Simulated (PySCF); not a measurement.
Gas-phase reaction: 4 SiHF + F2 → 2 SiF3 + 2 SiH2

Energies from PySCF (xtb for GFN2), thermal terms from the rigid-rotor harmonic-oscillator model, ideal gas at 1 bar. † marks an energy on the PBE0/def2-TZVP geometry and frequencies; other levels use their own. MP2 freezes the core. 6-31G* has spherical d functions here. Open shells (unrestricted): SiF3 (multiplicity 2); the rest are closed-shell singlets. GFN2 has no spin-polarisation term. SiHF: computed as isolated molecules; such fragments, hydroxides, amides, oligomers or adducts are transient or little studied in the gas. MP2 isn't extrapolated to the basis-set limit.

| level | ΔH°(298 K), kJ |
|---|---|
| GFN2-xTB | -500 |
| HF/6-31G* | … |
| MP2/def2-SVP† | -833 |
| PBE/def2-TZVP† | … |
| PBE0/def2-SVP† | … |
| ωB97M-V/def2-TZVP† | -793 |

Problem. Some entries are withheld; supply them.

Solution. 
- HF/6-31G*, ΔH°(298 K), kJ: -928
- PBE/def2-TZVP†, ΔH°(298 K), kJ: -786
- PBE0/def2-SVP†, ΔH°(298 K), kJ: -791
